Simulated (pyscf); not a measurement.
H₃Si–AsH–SiH₃ + AsH₃ → H₃Si–As(SiH₃)–AsH₂ + hydrogen (H₂), a four-centre exchange (singlet surface; As–H, As–H broken, As–As, H–H formed). Structures and frequencies: ωB97X-D3(BJ)/def2-SVP in PySCF. Energies in kJ/mol from the separated reactants.

Small-basis levels: PySCF, no dispersion term, spherical d functions. AM1 to PM7: differences of heats of formation from MOPAC, which are fitted to 298 K values and so differ in kind from electronic energies by zero-point and thermal terms. Cost: rough CPU time at the saddle relative to B3LYP/6-31G*+LANL2DZ, from one job on a shared machine.

| level | barrier | reaction energy | cost |
|---|---|---|---|
| HF/6-31G*+LANL2DZ | 366.8 | +30.4 | 0.1 |
| MP2/6-31G*+LANL2DZ | [?] | +0.6 | 0.1 |
| B3LYP/LANL2DZ | 255.7 | +22.3 | 0.7 |
| M06-2X/6-31G*+LANL2DZ | 240.4 | -10.7 | 2 |
| B3LYP/6-311+G**+LANL2DZ | [?] | +33.2 | 2 |
| B3LYP/def2-SVP | 253.0 | +6.3 | 2 |
| AM1 | 160.9 | -21.6 | under 0.02 |
| PM3 | 146.5 | -71.9 | under 0.02 |
| PM6 | 184.7 | -168.7 | under 0.02 |
| ωB97M-D3(BJ)/def2-TZVP | [?] | -12.7 | – |

Question: Fill in the missing entries.

Answer: 
- MP2/6-31G*+LANL2DZ, barrier: 281.7
- B3LYP/6-311+G**+LANL2DZ, barrier: 266.5
- ωB97M-D3(BJ)/def2-TZVP, barrier: 265.6

Against the last row the barrier runs from -119.1 (PM3) to +101.2 kJ/mol (HF/6-31G*+LANL2DZ). ωB97M-D3(BJ)/def2-TZVP has limits of its own. On the reactant side the descent ends in a complex (not fully relaxed), 17.6 kJ/mol under the separated species and 278.9 kJ/mol under the saddle at ωB97X-D3(BJ)/def2-TZVP. From the product side, H₃Si–As•–SiH₃ + AsH₂• + H₂ lies, by one bond made or cut, 69.6 kJ/mol under this saddle at ωB97M-D3(BJ)/def2-TZVP. One saddle was located; it need not be the lowest between these sides. One closed-shell reference is unstable to symmetry breaking; treat the single-reference values with care. In the def2 sets elements up to Kr have no core potential.
